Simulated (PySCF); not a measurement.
# C4H4N−: geometry, NMR shifts, spin-spin couplings, electronic excitations and core binding energies

Aim: predict the NMR shifts, spin-spin couplings, electronic excitations and core binding energies of C4H4N− (`c1cc[n-]c1`).

The runs use PySCF 2.14.0, with density-fitted response routines of our own; the level of theory stands in each step. All values are computed, except where a source is named. Atoms count from 0, in the outputs and in this text.

**1. The starting structure**

9 atoms, charge -1, multiplicity 1; geometry from: GFN2-xTB.

Bonds of the start (Å): C0–C1 1.40, C1–C2 1.38, C2–N3 1.35, N3–C4 1.35, C4–C0 1.38, C0–H5 1.09, C1–H6 1.09, C2–H7 1.09, C4–H8 1.09.

**2. Geometry optimisation at PBE0-D3(BJ)/def2-SVP**

What the job is given:

```
{"job": {"xc": "PBE0", "basis": "def2-SVP", "d3": "d3bj", "grid": 1, "kind": "geom"}, "charge": -1, "multiplicity": 1}
C      0.403850     0.927680    -0.105830
C     -0.897680     0.414500    -0.219220
C     -0.782270    -0.939820     0.036680
N      0.490250    -1.301970     0.298760
C      1.200300    -0.158670     0.209190
H      0.716450     1.959240    -0.235820
H     -1.802800     0.963990    -0.458350
H     -1.574410    -1.683540     0.044380
H      2.273440    -0.169430     0.379840
```

**Question.** This job is followed by: GIAO PBE0/pcSseg-1 NMR shielding, non-relativistic, gas phase; B3LYP/pcJ-1 indirect spin-spin coupling, non-relativistic, gas phase; TDDFT PBE0/def2-SVPD, vertical, gas phase, core orbitals frozen in the response; GIAO B3LYP/pcSseg-2 NMR shielding, non-relativistic, gas phase; delta-SCF UKS SCAN, pcX-2 on the ionised atom, pcseg-1 elsewhere, spin-free X2C. What will the session give for the following? point group; rotational constants (main isotopes); ¹³C shifts against TMS (PBE0/pcSseg-1, means over atoms taken as alike); ¹H shifts against TMS (PBE0/pcSseg-1, means over atoms taken as alike); ¹⁵N shifts against NH3 (PBE0/pcSseg-1); largest coupling of the table (B3LYP/pcJ-1); lowest singlet (PBE0/def2-SVPD); brightest single state of those computed; lowest triplet; vertical ionisation energy (ΔSCF); C1s binding energies, SCAN/pcX-2; N1s binding energies, SCAN/pcX-2; range of the shift of C2.

The runs gave:

| quantity | value |
| --- | --- |
| point group | C2v |
| rotational constants (main isotopes) | 9.65, 9.24, 4.72 GHz |
| ¹³C shifts against TMS (PBE0/pcSseg-1, means over atoms taken as alike) | 126.7, 101.7 ppm |
| ¹H shifts against TMS (PBE0/pcSseg-1, means over atoms taken as alike) | 6.39, 5.55 ppm |
| ¹⁵N shifts against NH3 (PBE0/pcSseg-1) | 297.9 ppm |
| largest coupling of the table (B3LYP/pcJ-1) | ¹J(C,H) C2–H7, 169.9 Hz |
| lowest singlet (PBE0/def2-SVPD) | 4.40 eV (282 nm), f = 0.000 |
| brightest single state of those computed | state 10, 6.41 eV, f = 0.047 |
| lowest triplet | 4.33 eV |
| vertical ionisation energy (ΔSCF) | 2.18 eV |
| C1s binding energies, SCAN/pcX-2 | C2 284.30, C0 283.92 eV |
| N1s binding energies, SCAN/pcX-2 | N3 397.70 eV |
| range of the shift of C2 | 126.7 to 133.2 ppm |

In words: Over 6 steps the energy fell by 0.036 eV; of the close pairs, C1–C2 changed most, 1.383 to 1.404 Å. At PBE0/pcSseg-1: The widest tensor belongs to N3: span 502 ppm, with a paramagnetic part of -363 ppm. NICS(1)zz of -35 ppm above the planar ring from C0 marks a diatropic (aromatic) ring current. The first singlet state (HOMO→LUMO 0.99) lies at 4.40 eV and is dark; of the 10 states computed, the strongest absorption comes from state 10 at 6.41 eV (the last computed, so partners may be missing). The lowest triplet lies 0.07 eV below the lowest singlet (triplets in Tamm-Dancoff, singlets in full TDDFT). In the gas-phase run even the lowest singlet lies above the computed detachment energy of this anion, so its states are not to be taken as bound. At PBE0/def2-SVPD, all states lie near or above the ionisation energy, where they hang on the basis. ΔSCF puts the ionisation energy at 2.18 eV, 1.99 eV above −ε(HOMO). C2 (aromatic CH next to a ring nitrogen) binds its C1s electron 0.38 eV more tightly than C0 (aromatic CH). In ppm, C2 (with its like atoms) moves most: its shift spreads over 6.5 ppm, from 126.7 (PBE0/pcSseg-1) to 133.2 (B3LYP/pcSseg-2). At B3LYP/pcJ-1 the HOMO lies above zero (+0.24 eV), as often for anions in the gas phase: self-interaction error lifts it, or the electron is held by the finite basis alone; counter-ions and solvent are missing.
